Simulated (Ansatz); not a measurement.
# AlSiH (singlet): from Hartree-Fock to the top rungs at distance Si1–Al2 = 2.864 Å, 6-31G

Aim: climb from Hartree-Fock through coupled cluster and multireference methods for AlSiH (singlet) at one geometry and basis, and see what each rung misses.

The runs use Ansatz 0.2.0, Gaussian basis; 6-31G, core rule «outside noble gas», up to 10 orbitals frozen.

The runs, in order: UHF; CCSD(T) on RHF; CCSD(T) on UHF; BCCD(T) on RHF; CISD; CCSDT(Q) on RHF; CCSDT(Q) on UHF; CCSDTQ on RHF; CCSDTQ on UHF; CASSCF and MRCISD+Q, 2 electrons in 2 orbitals; CASSCF and NEVPT2, 2 electrons in 2 orbitals; CASSCF and MRCISD+Q, 8 electrons in 9 orbitals; CASSCF and NEVPT2, 8 electrons in 9 orbitals; Full CI.

34 further runs of the same task are left out: 2 for a known fault of the program, 29 that didn't finish, 3 set aside as unsound or not needed.

## 1. What is computed

The geometry derives from a PBE0/def2-TZVP stationary point (not a proven minimum). One bond is set to the value named and the two fragments are kept rigid.

3 atoms, charge 0, spin multiplicity 1.

Atoms are counted from 1 here; the program's logs count them from 0.

Bond lengths: Si1–H3 1.545 Å.

As a file:

| atom | x (Å) | y (Å) | z (Å) |
| --- | --- | --- | --- |
| Si1 | 0.0000 | -0.0692 | 1.3823 |
| Al2 | 0.0000 | 0.0178 | -1.4804 |
| H3 | 0.0000 | 1.4518 | 1.1112 |

## 2. UHF

Input file in.yaml:

```yaml
crystal:
  periodic: [false, false, false]
  atoms:
    - {symbol: Si, position_ang: [0.000000, -0.069187, 1.382306]}
    - {symbol: Al, position_ang: [0.000000, 0.017783, -1.480374]}
    - {symbol: H, position_ang: [0.000000, 1.451836, 1.111195]}
basis:
  gaussian: {orbitals: 6-31G}
magnetization: {spin_polarized: true, initial_magnetization: 0}
hamiltonian: {xc: hf}
output: {orbitals: {seedname: orbitals}}
```

Command:

```sh
> ansatz run in.yaml --threads 1 --pin off --events-out ev --progress --plain --max-ram 2393MiB
```

After this run come: CCSD(T) on RHF; CCSD(T) on UHF; BCCD(T) on RHF; CISD; CCSDT(Q) on RHF; CCSDT(Q) on UHF; CCSDTQ on RHF; CCSDTQ on UHF; CASSCF and MRCISD+Q, 2 electrons in 2 orbitals; CASSCF and NEVPT2, 2 electrons in 2 orbitals; CASSCF and MRCISD+Q, 8 electrons in 9 orbitals; CASSCF and NEVPT2, 8 electrons in 9 orbitals; Full CI.

**Question.** What will the summary of the whole plan be? Wanted: FCI from the RHF energy; RMP2 from FCI; RCCSD from FCI; RCCSD(T) from FCI; RCCSDT(Q) from FCI; MRCISD+Q pair from FCI; NEVPT2 valence from FCI; MRCISD+Q valence from FCI; T1 diagnostic.

**Answer**, as computed:

| quantity | value |
| --- | --- |
| FCI from the RHF energy | -2.6917 eV |
| RMP2 from FCI | +89.1 kJ/mol |
| RCCSD from FCI | +7.1 kJ/mol |
| RCCSD(T) from FCI | +2.8 kJ/mol |
| RCCSDT(Q) from FCI | +0.3 kJ/mol |
| MRCISD+Q pair from FCI | -2.5 kJ/mol |
| NEVPT2 valence from FCI | +21.3 kJ/mol |
| MRCISD+Q valence from FCI | +1.8 kJ/mol |
| levels within 1 kcal/mol (43 meV) | RCCSD(T), BCCD(T), RCCSDT, RCCSDT(Q), RCCSDTQ, MRCISD+Q pair, MRCISD valence, MRCISD+Q valence |
| T1 diagnostic | 0.017 |
| effectively unpaired electrons | 0.24 |

What this shows: RCCSD(T) lands +2.8 kJ/mol from the yardstick (1.1 % of the correlation energy). MRCISD+Q pair falls below full CI: the +Q correction isn't variational, and the cores differ from full CI's. The occupations show some static correlation. Of the multireference levels listed MRCISD+Q valence comes nearest in total energy (+1.8 kJ/mol), which doesn't show that its space is the better one. These misses are within one basis, not against nature.

The restricted and unrestricted ladders end 0.46 eV apart at CCSDT(Q), so they describe two states, and rows of one don't measure the error of the other.
